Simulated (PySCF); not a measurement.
# How methods differ on the electron affinity of B

B⁻ [He] 2s2 2p2 (3P) → B [He] 2s2 2p1 (2P), as a difference of total energies. All numbers are calculated (PySCF 2.14, the spin-free X2C one-electron Hamiltonian (Gaussian nucleus), in x2c-TZVPPall with one added diffuse shell each of s, p, d type (6s4p3d1f, 40 functions)). Correlated levels: valence: 1s2 frozen; valence and next inner shell: nothing frozen. The calculations carry no spin-orbit coupling.

```json
{"method": "UHF", "electron affinity (eV)": "-0.308", "error (eV)": "-0.588"}
{"method": "LDA", "electron affinity (eV)": "0.712", "error (eV)": "+0.432"}
{"method": "PBE", "electron affinity (eV)": "0.589", "error (eV)": "+0.309"}
{"method": "PBE0", "electron affinity (eV)": "0.458", "error (eV)": "+0.178"}
{"method": "r2SCAN", "electron affinity (eV)": "0.569", "error (eV)": "+0.289"}
{"method": "PBEsol", "electron affinity (eV)": "0.577", "error (eV)": "+0.297"}
{"method": "revPBE", "electron affinity (eV)": "0.545", "error (eV)": "+0.265"}
{"method": "wB97X", "electron affinity (eV)": "0.239", "error (eV)": "-0.041"}
{"method": "CAM-B3LYP", "electron affinity (eV)": "0.357", "error (eV)": "+0.077"}
{"method": "MP2 (valence)", "electron affinity (eV)": "0.186", "error (eV)": "-0.094"}
{"method": "SCS-MP2 (valence)", "electron affinity (eV)": "0.042", "error (eV)": "-0.238"}
{"method": "MP2 (valence and next inner shell)", "electron affinity (eV)": "0.189", "error (eV)": "-0.091"}
{"method": "SCS-MP2 (valence and next inner shell)", "electron affinity (eV)": "0.044", "error (eV)": "-0.236"}
```

Reference: 0.280 eV (measured; photodetachment measurements, as compiled on the Wikipedia data page of electron affinities).

Errors of the correlated levels include the incompleteness of this basis and the frozen core.

A negative affinity means that the anion lies above the atom at that level of theory.

In the anion the highest occupied orbital energy is positive at LDA, PBE, PBE0, r2SCAN, PBEsol, revPBE, CAM-B3LYP; the basis confines that electron, and the energy difference can still be sensible.
